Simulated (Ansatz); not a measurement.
# LiS+ (singlet): the correlation ladder, cc-pVDZ

The task here is to estimate one member of a computed series from the others.

Method: cc-pVDZ, core rule «outside noble gas», up to 6 orbitals frozen; program: Ansatz 0.2.0, Gaussian basis.

To be run: UHF; CCSD(T) on RHF; CCSD(T) on UHF; BCCD(T) on RHF; CISD; CCSDT(Q) on RHF; CCSDT(Q) on UHF; CISDTQ; CCSDTQ on RHF; Full CI.

12 further runs of the same task are left out: 4 for a known fault of the program, 4 that didn't finish, 4 set aside as unsound or not needed.

## The system

The geometry is a PBE0/def2-TZVP stationary point (not a proven minimum).

2 atoms, charge 1, spin multiplicity 1.

Atoms are counted from 1 here; the program's logs count them from 0.

Bond lengths: S1–Li2 2.443 Å.

The first run:

Contents of in.yaml:

```yaml
crystal:
  periodic: [false, false, false]
  atoms:
    - {symbol: S, position_ang: [0.000000, 0.000000, 0.000000]}
    - {symbol: Li, position_ang: [0.000000, 0.000000, 2.442700]}
basis:
  gaussian: {orbitals: cc-pVDZ}
total_charge: 1
magnetization: {spin_polarized: true, initial_magnetization: 0}
hamiltonian: {xc: hf}
output: {orbitals: {seedname: orbitals}}
```

Started as:

```
$ ansatz run in.yaml --threads 1 --pin off --events-out ev --progress --plain --max-ram 2393MiB
```

Among the steps run: UHF; CCSD(T) on RHF; CCSD(T) on UHF; BCCD(T) on RHF; CISD; CCSDT(Q) on RHF; CCSDT(Q) on UHF; CISDTQ; CCSDTQ on RHF; Full CI.

One table of the session follows, with a row left open; its other results are not shown here.

It belongs to the step «Misses and costs». 

| method | from FCI (kcal/mol) |
| --- | --- |
| RHF | +88.78 |
| RMP2 | +26.92 |
| CISD | +11.98 |
| RCCSD | +7.46 |
| RCCSD(T) | +4.36 |
| BCCD(T) | +4.45 |
| RCCSDT | ? |
| CISDTQ | +0.36 |
| RCCSDT(Q) | -0.07 |
| RCCSDTQ | 0.00 |
| FCI | 0 |

Q: Estimate the row for RCCSDT from the others.

The run gave: from FCI (kcal/mol): +0.17. In the column «from FCI (kcal/mol)» it lies between FCI (0) and CISDTQ (+0.36).

Left out of the table: UHF, UMP2, UCCSD, UCCSD(T), UCCSDT, UCCSDT(Q) (another determinant or state than the rows shown).

Limits of these values: The report flags that the cluster equations may have other roots. The program flags RCCSDT(Q), RCCSDTQ as in doubt, so those rows may rest on another solution; read them beside their warnings. RCCSDT(Q) falls below full CI, which methods that aren't variational can do.
